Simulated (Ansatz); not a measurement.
The pair A = CH4S (SMILES CS) (first 6 atoms), B = HCl (SMILES Cl); geometry from NCB31 set.
(charge 0, multiplicity 1):
```xyz
8

C     -1.44765     1.15565     0.01851
S     -1.41460    -0.65985    -0.08354
H     -1.46628     1.51682    -1.00988
H     -0.55297     1.53527     0.51001
H     -2.34424     1.49773     0.53186
H     -1.37736    -0.89092     1.23821
Cl     2.12577     0.02408     0.00316
H      0.92224    -0.44464    -0.09825
```

Cores are frozen in the correlated methods. MP2 and its Hartree–Fock in aug-cc-pV(Q+d)Z, aug-cc-pV(T+d)Z are density fitted.

The values were computed with Ansatz (Gaussian orbitals). 

The counterpoise-corrected interaction energy is E(AB) − E(A in the pair's basis) − E(B in the pair's basis). Total energies (hartree):

| level | AB | A in the pair's basis | B in the pair's basis |
|---|---|---|---|
| HF/aug-cc-pV(T+d)Z | -897.8695127 | -437.7596469 | -460.1081631 |
| MP2/aug-cc-pV(T+d)Z | -898.4560522 | -438.1309050 | -460.3167887 |
| HF/aug-cc-pV(Q+d)Z | -897.8784017 | -437.7652584 | -460.1114763 |
| MP2/aug-cc-pV(Q+d)Z | -898.5049170 | -438.1590810 | -460.3370908 |
| MP2/aug-cc-pV(D+d)Z | -898.3048212 | -438.0395390 | -460.2579998 |
| CCSD(T)/aug-cc-pV(D+d)Z | -898.3733841 | -438.0867649 | -460.2806100 |

Question: Work out the counterpoise-corrected interaction energy at the basis-set limit: extrapolate the MP2 correlation part as X⁻³, take Hartree–Fock from the larger set, and add the CCSD(T) − MP2 difference of aug-cc-pV(D+d)Z.

Answer: 
1. Differences (1 hartree = 627.509 kcal/mol): HF/aug-cc-pV(T+d)Z -1.068; MP2/aug-cc-pV(T+d)Z -5.245; HF/aug-cc-pV(Q+d)Z -1.046; MP2/aug-cc-pV(Q+d)Z -5.488; MP2/aug-cc-pV(D+d)Z -4.570; CCSD(T)/aug-cc-pV(D+d)Z -3.771.
2. Correlation parts, MP2 less HF: -4.177 in aug-cc-pV(T+d)Z (X = 3), -4.442 in aug-cc-pV(Q+d)Z (X = 4).
3. Limit (4³·(-4.442) − 3³·(-4.177))/(4³ − 3³) = -4.635; with HF/aug-cc-pV(Q+d)Z it gives -5.681.
4. CCSD(T) less MP2 in aug-cc-pV(D+d)Z: 0.799.
Result: -4.88 kcal/mol, against -5.25 at MP2/aug-cc-pV(T+d)Z. It is an estimate of this method's limit, not of the exact value.

Ansatz is a first-principles code.
